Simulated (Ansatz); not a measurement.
Relaxation of CH9PSi (12 atoms, charge 0, multiplicity 1), to a largest force component of 0.03 eV/Å in at most 50 steps.

Computed with Ansatz 0.2.0, RKS B3LYP/6-31G*.

```xyz
12
Properties=species:S:1:pos:R:3:forces:R:3
Si 0.213 -0.081 0.163 0.43 -0.11 -0.40
C 0.384 -0.077 2.035 0.41 -0.09 0.33
H -0.354 -0.713 2.530 0.00 0.00 0.00
H 1.374 -0.459 2.313 0.00 0.00 0.00
H 0.301 0.934 2.449 0.00 0.00 0.00
H 1.564 -0.041 -0.463 0.01 0.01 0.00
H -0.536 1.092 -0.355 0.00 -0.01 0.00
H -0.458 -1.321 -0.313 -0.01 -0.01 0.00
P -2.967 0.768 0.999 -0.46 0.13 0.12
H -2.926 -0.478 0.317 -0.01 -0.01 -0.01
H -3.940 0.312 1.939 0.00 0.00 0.00
H -1.872 0.446 1.844 -0.37 0.09 -0.02
```

Question: Where does it end, and by what steps?

Answer: The run converged. The force dipped under the threshold on the way, but the program's further checks kept it going. After 15 steps the energy has fallen by 0.318 eV; H12 moved furthest, 1.40 Å.

```json
{"step": "0", "energy less start (eV)": "0.0000", "largest force component (eV/Å)": "0.458", "accepted": "yes"}
{"step": "1", "energy less start (eV)": "-0.1623", "largest force component (eV/Å)": "0.149", "accepted": "yes"}
{"step": "2", "energy less start (eV)": "-0.2409", "largest force component (eV/Å)": "0.096", "accepted": "yes"}
{"step": "3", "energy less start (eV)": "-0.2718", "largest force component (eV/Å)": "0.213", "accepted": "yes"}
{"step": "4", "energy less start (eV)": "-0.2924", "largest force component (eV/Å)": "0.286", "accepted": "yes"}
{"step": "5", "energy less start (eV)": "-0.3037", "largest force component (eV/Å)": "0.226", "accepted": "yes"}
{"step": "6", "energy less start (eV)": "-0.3102", "largest force component (eV/Å)": "0.174", "accepted": "yes"}
{"step": "7", "energy less start (eV)": "-0.3142", "largest force component (eV/Å)": "0.013", "accepted": "yes"}
{"step": "8", "energy less start (eV)": "-0.3153", "largest force component (eV/Å)": "0.031", "accepted": "yes"}
{"step": "9", "energy less start (eV)": "-0.3161", "largest force component (eV/Å)": "0.047", "accepted": "yes"}
{"step": "10", "energy less start (eV)": "-0.3167", "largest force component (eV/Å)": "0.028", "accepted": "yes"}
{"step": "11", "energy less start (eV)": "-0.3171", "largest force component (eV/Å)": "0.043", "accepted": "yes"}
{"step": "12", "energy less start (eV)": "-0.3173", "largest force component (eV/Å)": "0.061", "accepted": "yes"}
{"step": "13", "energy less start (eV)": "-0.3174", "largest force component (eV/Å)": "0.044", "accepted": "yes"}
{"step": "14", "energy less start (eV)": "-0.3176", "largest force component (eV/Å)": "0.010", "accepted": "yes"}
{"step": "15", "energy less start (eV)": "-0.3177", "largest force component (eV/Å)": "0.028", "accepted": "yes"}
```

```xyz
12
Properties=species:S:1:pos:R:3
Si 0.812 -0.204 0.087
C 0.925 -0.159 1.972
H -0.049 -0.363 2.430
H 1.633 -0.910 2.339
H 1.263 0.822 2.322
H 2.138 0.068 -0.532
H -0.148 0.822 -0.409
H 0.343 -1.537 -0.385
P -4.331 0.916 1.208
H -3.789 -0.087 0.353
H -4.888 -0.033 2.115
H -3.125 1.049 1.957
```

Time of the run: 60 s on 1 thread of Arm Neoverse V1, on a shared host, peak memory 0.14 GiB.
